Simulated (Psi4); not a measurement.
# SiNH4F (SMILES N[SiH2]F): a chain of runs, part 2 of 2

Psi4 1.11. The steps go on from the part before.

## 4. The vertical excitations at TD-BP86/cc-pVDZ (density fitting, save jk yes) (run 3)

File run.py:

```python
import psi4

psi4.set_memory('1600 MB')
psi4.set_num_threads(1)
psi4.set_output_file('fh4nsi.out', False)

molecule = psi4.geometry("""
N
Si 1 1.739964
F 2 1.671788 1 115.20775
H 1 1.026701 2 117.70524 3 -67.0727
H 1 1.026701 4 109.25533 2 -137.70455
H 2 1.500497 3 106.11874 1 118.95816
H 2 1.500497 6 114.40218 3 -116.64381
symmetry c1
""")

psi4.set_options({
    'basis': 'cc-pVDZ',
    'save_jk': True,
})

from psi4.driver.procrouting.response.scf_response import tdscf_excitations
result, w = psi4.energy('BP86', molecule=molecule, return_wfn=True)
states = tdscf_excitations(w, states=6, tda=False)
for k, s in enumerate(states, 1):
    print(f"root {k}: {s['EXCITATION ENERGY'] * 27.211386:.4f} eV  f = {s['OSCILLATOR STRENGTH (LEN)']:.4f}  {s['SYMMETRY']}")
print(f'BP86 energy: {result:.10f} Eh')
for k, v in sorted(psi4.core.scalar_variables().items()):
    print(f'{k:45s} {v:18.10f}')
```

The run is started by

```
$ python run.py
```

fh4nsi.out:

```text
Psi4 1.11 release

   => Loading Basis Set <=

    Name: CC-PVDZ
    Role: ORBITAL
    Keyword: BASIS

         ---------------------------------------------------------
                                   SCF
                              RKS Reference
                        1 Threads,   1525 MiB Core
         ---------------------------------------------------------

  ==> Geometry <==

    Molecular point group: c1
    Full point group: C1

    Geometry (in Angstrom), charge = 0, multiplicity = 1:

       Center              X                  Y                   Z               Mass
    ------------   -----------------  -----------------  -----------------  -----------------
         N           -0.000000028418     0.432113081071    -1.518585489217    14.003074004430
         SI          -0.000000028418     0.432113081071     0.221378510783    27.976926534650
         F           -0.000000028418    -1.080469631544     0.933395824084    18.998403162730
         H            0.837180465590     0.078004027517    -1.995922416390     1.007825032230
         H           -0.837178728414     0.078000905517    -1.995923246784     1.007825032230
         H           -1.261283138859     1.106275699152     0.675427986842     1.007825032230
         H            1.261283121135     1.106275627587     0.675427984450     1.007825032230

  Running in c1 symmetry.

  Rotational constants: A =      0.74677  B =      0.21522  C =      0.18391 [cm^-1]
  Rotational constants: A =  22387.75010  B =   6452.23396  C =   5513.53244 [MHz]
  Nuclear repulsion =  115.227969757507196

  Charge       = 0
  Multiplicity = 1
  Electrons    = 34
  Nalpha       = 17
  Nbeta        = 17

  ==> Algorithm <==

  SCF Algorithm Type is DF.
  DIIS enabled.
  MOM disabled.
  Fractional occupation disabled.
  Guess Type is SAD.
  Energy threshold   = 1.00e-06
  Density threshold  = 1.00e-06
  Integral threshold = 1.00e-12

  ==> Primary Basis <==

  Basis Set: CC-PVDZ
    Blend: CC-PVDZ
    Number of shells: 32
    Number of basis functions: 66
    Number of Cartesian functions: 69
    Spherical Harmonics?: true
    Max angular momentum: 2

  ==> DFT Potential <==

   => LibXC <=

    Version 7.1.2

   => Composite Functional: BP86 <=

    BP86 GGA Exchange-Correlation Functional

    Deriv               =              1
    GGA                 =           TRUE
    Meta                =          FALSE

    Exchange Hybrid     =          FALSE
    MP2 Hybrid          =          FALSE

   => Exchange Functionals <=

    1.0000     XC_GGA_X_B88

   => Correlation Functionals <=

    1.0000     XC_GGA_C_P86

   => LibXC Density Thresholds  <==

    XC_GGA_C_P86:  1.00E-15
    XC_GGA_X_B88:  1.00E-15

   => Molecular Quadrature <=

    Radial Scheme          =       TREUTLER
    Pruning Scheme         =           NONE
    Nuclear Scheme         =       TREUTLER

    Blocking Scheme        =         OCTREE
    BS radius alpha        =              1
    Pruning alpha          =              1
    Radial Points          =             75
    Spherical Points       =            302
    Total Points           =         152071
    Total Blocks           =           1207
    Max Points             =            256
    Max Functions          =             66
    Weights Tolerance      =       1.00E-15

   => Loading Basis Set <=

    Name: (CC-PVDZ AUX)
    Role: JKFIT
    Keyword: DF_BASIS_SCF

  ==> Integral Setup <==

  DFHelper Memory: AOs need 0.013 GiB; user supplied 0.865 GiB.
  SCF_SUBTYPE=INCORE selected. In-core MEM_DF algorithm will be used.
  Using in-core AOs.

  ==> MemDFJK: Density-Fitted J/K Matrices <==

    J tasked:                   Yes
    K tasked:                    No
    wK tasked:                   No
    Memory [MiB]:               886
    Algorithm:                 Core
    Schwarz Cutoff:           1E-12
    Mask sparsity (%):       0.0000
    Fitting Condition:        1E-10

   => Auxiliary Basis Set <=

  Basis Set: (CC-PVDZ AUX)
    Blend: CC-PVDZ-JKFIT
    Number of shells: 120
    Number of basis functions: 344
    Number of Cartesian functions: 392
    Spherical Harmonics?: true
    Max angular momentum: 3

  Cached 100.0% of DFT collocation blocks in 0.252 [GiB].

  Minimum eigenvalue in the overlap matrix is 1.6784827295E-02.
  Reciprocal condition number of the overlap matrix is 3.7898832136E-03.
    Using symmetric orthogonalization.

  ==> Pre-Iterations <==

  SCF Guess: Superposition of Atomic Densities via on-the-fly atomic UHF (no occupation information).

   -------------------------
    Irrep   Nso     Nmo
   -------------------------
     A         66      66
   -------------------------
    Total      66      66
   -------------------------

  ==> Iterations <==

                           Total Energy        Delta E     RMS |[F,P]|

   @DF-RKS iter SAD:  -446.09974199167465   -4.46100e+02   0.00000e+00
   @DF-RKS iter   1:  -446.28186822856389   -1.82126e-01   1.29797e-02 ADIIS/DIIS
   @DF-RKS iter   2:  -445.29389653007075    9.87972e-01   2.30153e-02 ADIIS/DIIS
   @DF-RKS iter   3:  -446.57637165177118   -1.28248e+00   2.61679e-03 ADIIS/DIIS
   @DF-RKS iter   4:  -446.58512680106156   -8.75515e-03   2.27756e-03 ADIIS/DIIS
   @DF-RKS iter   5:  -446.59236013783101   -7.23334e-03   5.56510e-04 ADIIS/DIIS
   @DF-RKS iter   6:  -446.59295539028574   -5.95252e-04   7.94988e-05 DIIS
   @DF-RKS iter   7:  -446.59297103727079   -1.56470e-05   1.23201e-05 DIIS
   @DF-RKS iter   8:  -446.59297153054797   -4.93277e-07   2.09575e-06 DIIS
   @DF-RKS iter   9:  -446.59297154052695   -9.97898e-09   3.33662e-07 DIIS
  Energy and wave function converged.

  ==> Post-Iterations <==

   Electrons on quadrature grid:
      Ntotal   =   34.0000140177 ; deviation = 1.402e-05

    Orbital Energies [Eh]
    ---------------------

    Doubly Occupied:

       1A    -65.523158     2A    -24.265510     3A    -14.014532
       4A     -5.106846     5A     -3.520504     6A     -3.517940
       7A     -3.516784     8A     -1.049391     9A     -0.780805
      10A     -0.493817    11A     -0.447409    12A     -0.392992
      13A     -0.363066    14A     -0.355948    15A     -0.316113
      16A     -0.288137    17A     -0.239399

    Virtual:

      18A      0.009691    19A      0.021913    20A      0.052771
      21A      0.069747    22A      0.097986    23A      0.098825
      24A      0.248164    25A      0.260015    26A      0.309784
      27A      0.317709    28A      0.325750    29A      0.382595
      30A      0.421378    31A      0.455684    32A      0.522008
      33A      0.599430    34A      0.663322    35A      0.691539
      36A      0.748085    37A      0.756038    38A      0.870785
      39A      0.871317    40A      1.092362    41A      1.143753
      42A      1.162742    43A      1.173905    44A      1.208269
      45A      1.363925    46A      1.409176    47A      1.428889
      48A      1.445139    49A      1.509094    50A      1.572918
      51A      1.691165    52A      1.784502    53A      1.868251
      54A      1.884638    55A      1.953525    56A      2.154537
      57A      2.176500    58A      2.225802    59A      2.321825
      60A      2.627428    61A      2.812218    62A      3.492833
      63A      3.493686    64A      3.543463    65A      3.546812
      66A      3.722416

    Final Occupation by Irrep:
              A
    DOCC [    17 ]
    NA   [    17 ]
    NB   [    17 ]

  @DF-RKS Final Energy:  -446.59297154052695

   => Energetics <=

    Nuclear Repulsion Energy =            115.2279697575071964
    One-Electron Energy =                -846.8485669148196848
    Two-Electron Energy =                 324.8680403885736041
    DFT Exchange-Correlation Energy =     -39.8404147717880974
    Empirical Dispersion Energy =           0.0000000000000000
    VV10 Nonlocal Energy =                  0.0000000000000000
    Total Energy =                       -446.5929715405269462

Computation Completed

Properties will be evaluated at   0.000000,   0.000000,   0.000000 [a0]

Properties computed using the SCF density matrix

 Multipole Moments:

 ------------------------------------------------------------------------------------
     Multipole            Electronic (a.u.)      Nuclear  (a.u.)        Total (a.u.)
 ------------------------------------------------------------------------------------

 L = 1.  Multiply by 2.5417464519 to convert [e a0] to [Debye]
 Dipole X            :         -0.0000008            0.0000016            0.0000008
 Dipole Y            :         -3.1242593            3.2478804            0.1236211
 Dipole Z            :          2.6270447           -3.3471331           -0.7200884
 Magnitude           :                                                    0.7306227

 ------------------------------------------------------------------------------------

	total time  =          3 seconds =       0.05 minutes

******************************************************************************************
**********                               WARNING                                **********
**********       The names of excited state variables changed between 1.5       **********
**********     and 1.6. For a quick solution, remove the symmetry specifier     **********
**********   from the variable name. For full details, see 'Notes on Psivars'   **********
**********                        in the documentation.                         **********
******************************************************************************************

         ---------------------------------------------------------
                         TDSCF excitation energies
         ---------------------------------------------------------

  ==> Options <==

     Residual threshold  : 1.0000e-04
     Initial guess       : denominators
     Reference           : RHF
     Solver type         : RPA (Hamiltonian)

  ==> Requested Excitations <==

      6 singlet states with A symmetry

  ==> Seeking the lowest 6 singlet states with A symmetry

                        Generalized Hamiltonian Solver

  ==> Options <==

    Max number of iterations        = 60
    Eigenvector tolerance           = 1.0000e-04
    Max number of expansion vectors = 1200

  => Iterations <=
                              Max[D[value]]     Max[|R|]   # vectors
  HamiltonianSolver iter   1:   3.16940e-01  2.48405e-01     24
  HamiltonianSolver iter   2:   9.36491e-03  7.14440e-02     30
  HamiltonianSolver iter   3:   1.00979e-03  2.44531e-02     42
  HamiltonianSolver iter   4:   7.36685e-05  8.61535e-03     54
  HamiltonianSolver iter   5:   7.30762e-06  2.52372e-03     66
  HamiltonianSolver iter   6:   6.77682e-07  8.13000e-04     78
  HamiltonianSolver iter   7:   6.00950e-08  2.12321e-04     90
  HamiltonianSolver iter   8:   2.85278e-09  7.77633e-05     98      Converged

******************************************************************************************
**********                               WARNING                                **********
**********  Length-gauge rotatory strengths are **NOT** gauge-origin invariant  **********
******************************************************************************************

                                    Excitation Energy         Total Energy        Oscillator Strength             Rotatory Strength
     #   Sym: GS->ES (Trans)        au              eV              au          au (length)    au (velocity)    au (length)    au (velocity)
    ---- -------------------- --------------- --------------- --------------- --------------- --------------- --------------- ---------------
     1        A->A (1 A)       0.25843         7.03233        -446.33454       0.0284          0.0713          0.0000          0.0000
     2        A->A (1 A)       0.28468         7.74646        -446.30829       0.0727          0.0641          0.0000          0.0000
     3        A->A (1 A)       0.29527         8.03461        -446.29770       0.0093          0.0111         -0.0000         -0.0000
     4        A->A (1 A)       0.30041         8.17461        -446.29256       0.0012          0.0022         -0.0000         -0.0000
     5        A->A (1 A)       0.31036         8.44535        -446.28261       0.0012          0.0014          0.0000          0.0000
     6        A->A (1 A)       0.31554         8.58616        -446.27744       0.0000          0.0011         -0.0000         -0.0000

Contributing excitations and de-excitations
Only contributions with abs(coeff) > 1.00e-01 will be printed:

Excited State    1 (1 A):   0.25843 au   176.31 nm f = 0.0284
  Sums of squares: Xssq =  1.001000e+00; Yssq =  9.997936e-04; Xssq - Yssq =  1.000000e+00
     17a  ->  18a    -0.927083 (85.948%)
     17a  ->  19a    -0.353038 (12.464%)
     17a  ->  20a     0.102889 ( 1.059%)

Excited State    2 (1 A):   0.28468 au   160.05 nm f = 0.0727
  Sums of squares: Xssq =  1.004720e+00; Yssq =  4.719785e-03; Xssq - Yssq =  1.000000e+00
     15a  ->  18a    -0.131308 ( 1.724%)
     17a  ->  18a     0.345734 (11.953%)
     17a  ->  19a    -0.883133 (77.992%)
     17a  ->  20a     0.211813 ( 4.486%)
     17a  ->  23a     0.103893 ( 1.079%)

Excited State    3 (1 A):   0.29527 au   154.31 nm f = 0.0093
  Sums of squares: Xssq =  1.000631e+00; Yssq =  6.305944e-04; Xssq - Yssq =  1.000000e+00
     17a  ->  19a    -0.228743 ( 5.232%)
     17a  ->  20a    -0.970620 (94.210%)

Excited State    4 (1 A):   0.30041 au   151.67 nm f = 0.0012
  Sums of squares: Xssq =  1.000179e+00; Yssq =  1.790794e-04; Xssq - Yssq =  1.000000e+00
     16a  ->  18a     0.986796 (97.377%)
     17a  ->  21a    -0.147114 ( 2.164%)

Excited State    5 (1 A):   0.31036 au   146.81 nm f = 0.0012
  Sums of squares: Xssq =  1.000118e+00; Yssq =  1.184657e-04; Xssq - Yssq =  1.000000e+00
     16a  ->  18a     0.138429 ( 1.916%)
     16a  ->  19a     0.212463 ( 4.514%)
     17a  ->  21a     0.965718 (93.261%)

Excited State    6 (1 A):   0.31554 au   144.40 nm f = 0.0000
  Sums of squares: Xssq =  1.000338e+00; Yssq =  3.377082e-04; Xssq - Yssq =  1.000000e+00
     16a  ->  19a    -0.973897 (94.847%)
     17a  ->  21a     0.207515 ( 4.306%)

******************************************************************************************
**********                               WARNING                                **********
**********       The names of excited state variables changed between 1.5       **********
**********     and 1.6. For a quick solution, remove the symmetry specifier     **********
**********   from the variable name. For full details, see 'Notes on Psivars'   **********
**********                        in the documentation.                         **********
******************************************************************************************
```

On the terminal:

```text
root 1: 7.0323 eV  f = 0.0284  A
root 2: 7.7465 eV  f = 0.0727  A
root 3: 8.0346 eV  f = 0.0093  A
root 4: 8.1746 eV  f = 0.0012  A
root 5: 8.4454 eV  f = 0.0012  A
root 6: 8.5862 eV  f = 0.0000  A
BP86 energy: -446.5929715405 Eh
CURRENT ENERGY                                   -446.5929715405
CURRENT REFERENCE ENERGY                         -446.5929715405
DD SOLVATION ENERGY                                 0.0000000000
DFT FUNCTIONAL TOTAL ENERGY                      -446.5929715405
DFT TOTAL ENERGY                                 -446.5929715405
DFT VV10 ENERGY                                     0.0000000000
DFT XC ENERGY                                     -39.8404147718
GRID ELECTRONS ALPHA                               17.0000070088
GRID ELECTRONS BETA                                17.0000070088
GRID ELECTRONS TOTAL                               34.0000140177
NUCLEAR REPULSION ENERGY                          115.2279697575
ONE-ELECTRON ENERGY                              -846.8485669148
PCM POLARIZATION ENERGY                             0.0000000000
PE ENERGY                                           0.0000000000
SCF ITERATION ENERGY                             -446.5929715405
SCF ITERATIONS                                      9.0000000000
SCF TOTAL ENERGY                                 -446.5929715405
TWO-ELECTRON ENERGY                               324.8680403886
XC GRID RADIAL POINTS                              75.0000000000
XC GRID SPHERICAL POINTS                          302.0000000000
XC GRID TOTAL POINTS                           152071.0000000000
```

It took 20 s on 1 thread of Intel Xeon Platinum 8488C (Sapphire Rapids), shared host; peak memory 0.52 GiB.

The roots found:

```
excited state  energy (eV)  strength  label
            1        7.032    0.0284    A 1
            2        7.746    0.0727    A 1
            3        8.035    0.0093    A 1
            4        8.175    0.0012    A 1
            5        8.445    0.0012    A 1
            6        8.586    0.0000    A 1
```

## 5. Results

This closing draws on all 2 parts.

| quantity | value |
| --- | --- |
| run 1, BP86/cc-pVDZ: total energy at the end | -446.59297 Eh |
| run 1, BP86/cc-pVDZ: dipole moment | 1.86 D |
| run 1, BP86/cc-pVDZ: HOMO energy | -6.51 eV |
| run 1, BP86/cc-pVDZ: LUMO energy | 0.26 eV |
| run 1, BP86/cc-pVDZ: HOMO–LUMO gap | 6.78 eV |
| run 2, BP86/cc-pVDZ: lowest harmonic wavenumber | 272 cm⁻¹ |
| run 2, BP86/cc-pVDZ: highest harmonic wavenumber | 3532 cm⁻¹ |
| run 2, BP86/cc-pVDZ: zero-point energy | 116.7 kJ/mol |
| run 2, BP86/cc-pVDZ: ideal-gas entropy at 400 K (symmetry number 1 as used) | 73.0 cal/(mol K) |
| run 3, TD-BP86/cc-pVDZ: ground-state or mean-field energy | -446.59297 Eh |
| run 3, TD-BP86/cc-pVDZ: dipole moment (BP86 Kohn–Sham density) | 1.86 D |
| run 3, TD-BP86/cc-pVDZ: HOMO energy (BP86 Kohn–Sham orbitals) | -6.51 eV |
| run 3, TD-BP86/cc-pVDZ: LUMO energy (BP86 Kohn–Sham orbitals) | 0.26 eV |
| run 3, TD-BP86/cc-pVDZ: HOMO–LUMO gap (BP86 Kohn–Sham orbitals) | 6.78 eV |
| run 3, TD-BP86/cc-pVDZ: lowest excitation energy | 7.03 eV |

The optimisation (run 1, BP86/cc-pVDZ) took 8 steps and changed the energy by -0.127 eV. All 15 modes (run 2, BP86/cc-pVDZ) are real, so the shape is a minimum at this level. The brightest of the 6 transitions from the ground state lies at 7.75 eV (160 nm, f = 0.073); the lowest, at 7.03 eV, has f = 0.028. The basis has no diffuse functions, so Rydberg states are missing or pushed up, and the true lowest state may lie lower. Roots above 6.5 eV lie over the negative of the HOMO energy, where those of Rydberg kind are poorly described; valence roots are less touched.
